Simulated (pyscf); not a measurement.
**Four-centre exchange: H₂N–NH₂ + disilane (H₃Si–SiH₃) → H₂N–NH–SiH₃ + silane (SiH₄)**

Gas phase, singlet surface, charge 0. Bonds broken: N1–H3, Si7–Si8. Bonds formed: N1–Si7, H3–Si8. PySCF, gas phase, ωB97X-D3(BJ)/def2-SVP geometries.

Transition state (Å):

```xyz
14

N     -1.7170     0.8173    -0.1111
N     -2.3177    -0.3394     0.4778
H     -0.9718     0.4737    -0.8350
H     -2.4427     1.4175    -0.5187
H     -1.6157    -1.0832     0.3979
H     -2.4567    -0.1599     1.4742
Si    -0.4026     1.6637     0.9407
Si     1.1732    -0.1430    -0.9220
H      0.2874     2.7342     0.1921
H      0.3821     0.7238     1.7703
H     -1.3817     2.3179     1.8822
H      1.3729    -1.5110    -0.2958
H      2.3708     0.6181    -0.3928
H      1.5255    -0.3758    -2.3727
```

One imaginary mode, 352i cm⁻¹; descent along it reached the two sides named.

```csv
bond,change,reactant side (Å),saddle,product side
N1–H3,breaks,1.022,1.094,2.9
Si7–Si8,breaks,2.328,3.0,4.3
N1–Si7,forms,3.0,1.884,1.733
H3–Si8,forms,3.2,2.234,1.493
```

Electronic energies relative to the separated reactants (kJ/mol):

```json
[
 {"level": "ωB97X-D3(BJ)/def2-TZVP", "barrier": "156.6", "reaction energy": "-29.5", "reverse barrier": "186.1"},
 {"level": "PBE/def2-TZVP", "barrier": "135.0", "reaction energy": "-24.3", "reverse barrier": "159.4"},
 {"level": "r²SCAN/def2-TZVP", "barrier": "140.8", "reaction energy": "-35.5", "reverse barrier": "176.3"},
 {"level": "B3LYP-D3(BJ)/def2-TZVP", "barrier": "143.9", "reaction energy": "-41.0", "reverse barrier": "184.9"},
 {"level": "PBE0-D3(BJ)/def2-TZVP", "barrier": "137.0", "reaction energy": "-27.3", "reverse barrier": "164.3"},
 {"level": "M06-2X/def2-TZVP", "barrier": "147.2", "reaction energy": "-48.6", "reverse barrier": "195.8"},
 {"level": "ωB97M-D3(BJ)/def2-TZVP", "barrier": "143.7", "reaction energy": "-44.6", "reverse barrier": "188.2"},
 {"level": "HF/def2-TZVP", "barrier": "223.5", "reaction energy": "-52.0", "reverse barrier": "275.5"}
]
```

With ωB97M-D3(BJ)/def2-TZVP energies and thermal terms (ideal gas, 1 atm, RRHO with modes under 100 cm⁻¹ raised to 100, one conformer, R ln 2 for rigid chiral ones), in kJ/mol:

```
T (K)    ΔH‡    ΔG‡     ΔH     ΔG
-----  -----  -----  -----  -----
298    140.5  184.9  -52.1  -50.7
600    141.6  229.5  -52.3  -49.2
900    144.0  273.0  -51.8  -47.7
1200   147.1  315.5  -51.0  -46.5
```

H₂N–NH–SiH₃ lies 240.0 kJ/mol over its isomer H₂N–SiH₂–NH₂, and others may lie lower still (electronic energy, ωB97M-D3(BJ)). One saddle was located; it need not be the lowest between these sides.
